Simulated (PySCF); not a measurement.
# Unknown compound

An unknown has the formula C4H7F. Its calculated NMR data are:

¹H NMR (400 MHz, computed): δ 4.65 (dd, J = 14.2, 1.6 Hz, 1H), 4.40 (dd, J = 42.4, 1.6 Hz, 1H), 2.05 (dq, J = 18.9, 8.5 Hz, 2H), 1.13 (t, J = 8.5 Hz, 3H).

¹³C{¹H} NMR (computed): δ 177.2 (C, d, J = 331.8 Hz), 94.2 (CH2, d, J = 21.6 Hz), 29.8 (CH2, d, J = 27.2 Hz), 13.4 (CH3).

No solvent, fast rotation and ring inversion assumed for equivalent nuclei, relativity neglected, one computed conformer. Spin–spin couplings from B3LYP/pcJ-1 (spin–dipole term only in couplings to heteroatoms); geometry: PBE0-D3(BJ)/def2-SVP; NMR shieldings at PBE0/pcSseg-1/GIAO; PySCF.

Referencing at the same level of theory: ¹H (σref 31.27) and ¹³C (σref 184.41) against TMS.

Which candidate is it?
A. C/C=C/CF
B. C=C(F)CC
C. C[C@@H]1C[C@H]1F
D. CC(C)=CF
E. CC/C=C\F
F. C=C[C@H](C)F

## Answers

B. 

- Rings plus π bonds: 1 (no ring in the answer).
- 4 carbon signals for 4 carbons: no two carbons are equivalent.
- Carbon types of the structure: 1 × C, 2 × CH2, 1 × CH3, which accounts for all hydrogens.
- δC 177.2: fully substituted alkene carbon.
- δC 94.2: terminal =CH2 carbon.
- δC 13.4: methyl carbon; aliphatic region, no heteroatom directly attached.
- δH 4.65, 4.40: hydrogen on a terminal =CH2 carbon; olefinic region.
- δH 2.05: hydrogen on an allylic sp3 CH2; allylic position.
- The protons at 2.05 and 1.13 share a coupling of 8.5 Hz (vicinal).

The others: C[C@@H]1C[C@H]1F would give 5 signals for carbon-bound and other non-exchanging H, not 4; C/C=C/CF has carbons computed at 133.8, 131.5, 83.5, 21.0, with a different DEPT pattern; C=C[C@H](C)F would give 5 signals for carbon-bound and other non-exchanging H, not 4; CC/C=C\F has carbons computed at 155.8, 119.6, 19.5, 16.5, with a different DEPT pattern; CC(C)=CF would give 3 signals for carbon-bound and other non-exchanging H, not 4.

Common functionals overestimate the size of one-bond C–F couplings by tens of Hz; these are unscaled. Multiplet labels drop couplings under 1 Hz and merge nearly equal ones. Unscaled 3J(H,H) at this level run about 10 % above measured values. Shifts are as computed. Against solution values, carbons near 30 ppm lie about +2 ppm off and those near 130 ppm about +5 ppm. Of 1211 compounds with measured shifts, 218 miss one by over three times the rms of a fit or turn the order of signals round; such compounds aren't used in these exercises.
